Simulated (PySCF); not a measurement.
Where does `N[SiH2]F` (FH4NSi) take a proton?

Molecule: `N[SiH2]F` (FH4NSi). Atom numbers as in the mapped SMILES `[NH2:1][SiH2:2][F:3]`.

Energies: ωB97X-D3(BJ)/def2-TZVP (PySCF, density fitting, integration grid level 2) on PBE0-D3(BJ)/def2-SVP structures. ωB97X-D3(BJ) is ωB97X-V with D3(BJ) in place of VV10. Thermal corrections: PBE0-D3(BJ)/def2-SVP frequencies, unscaled, ideal gas at 298.15 K and 1 bar, quasi-RRHO entropy.

| site | product | PA / kJ/mol | GB / kJ/mol |
| --- | --- | --- | --- |
| N1 (nitrogen on the metalloid) | `[NH3+][SiH2]F` | 840 | 810 |

PA is −ΔH and GB is −ΔG of B + H⁺ → BH⁺ in the gas phase. Sites whose products fell apart, merged with another or lost in a GFN2-xTB screen aren't listed.

In dichloromethane the product from N1 is solvated 249 kJ/mol more strongly than the parent (electrostatics only).

Caveats: protonation of a hydridic H, with loss of H₂, was not considered.

Hardware: 1 thread of Intel Xeon @ 2.70GHz, shared with other jobs. Command: `OMP_NUM_THREADS=1 python redox_run.py task.json out`. Structures, frequencies and single points: 2.6 min.
